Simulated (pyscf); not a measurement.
Single points on ωB97X-D3(BJ)/def2-SVP structures (PySCF, gas phase). Correlated levels are frozen-core, on RHF or UHF. ΔMP2 is the change of the MP2 total energy from the triple- to the quadruple-zeta basis.

Task: Estimate by transition-state theory (the high-pressure limit) the rate constant of `[F][GeH]=[Se]` -> `[Ge]=[Se]` [singlet] + `[FH]` (singlet surface; F–Ge, Ge–H broken, F–H formed) at 1200 K, with CCSD(T)/def2-TZVPP + ΔMP2(QZVPP) energies (ideal gas, 1 atm, RRHO with modes under 100 cm⁻¹ raised to 100, one conformer, R ln 2 for chiral ones without a mode under 150 cm⁻¹; no tunnelling).

Result: The electronic barrier is 47.6 kcal/mol and the thermal terms add -2.2, so ΔG‡ = 45.4 kcal/mol. With k_BT/h = 2.50e+13 s⁻¹ and RT = 2.385 kcal/mol, k = 1.3e+05 s⁻¹; so small a molecule is far into fall-off at 1 atm, where the true rate is lower. Wigner's tunnelling factor for 1447i cm⁻¹ would be 1.13. A shift of 1 kcal/mol in the barrier changes k by a factor 1.5. One saddle was located; it need not be the lowest between these sides. The CCSD(T) − MP2 part came from Ansatz, without density fitting, on the same reference. The frozen core leaves the outer d or s,p core shells of the metals and heavy elements correlated in the MP2 and CC values, and def2-TZVPP describes them poorly, which can shift differences by a few kcal/mol. Elements up to Kr have no core potential and no relativistic terms here.
